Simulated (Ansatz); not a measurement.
This Ansatz (an electronic-structure program) input (MP2/cc-pV(5+d)Z) gives -398.93312 Eh with 210 basis functions. A basis named .json is the Basis Set Exchange file of that set (core-valence sets with the plain set on hydrogen).

Ansatz 0.2 input:
```yaml
crystal:
  periodic: [false, false, false]
  atoms:
    - {symbol: S, position_ang: [0.00184013, 0.00030176, 0.10309296]}
    - {symbol: H, position_ang: [-0.00752722, 0.96781232, -0.82771199]}
    - {symbol: H, position_ang: [-0.02191490, -0.97264043, -0.82177540]}
basis:
  gaussian:
    orbitals: cc-pV_5+d_Z.json
magnetization: {spin_polarized: false}
correlation: {method: mp2, electrons: outside_noble_gas}
```

Change:
```diff
- orbitals: cc-pV_5+d_Z.json
+ orbitals: pcseg-4.json
```

What does the run give now?

-398.92674 Eh (MP2/pcseg-4, 227 functions), a change of +6.38 mEh.
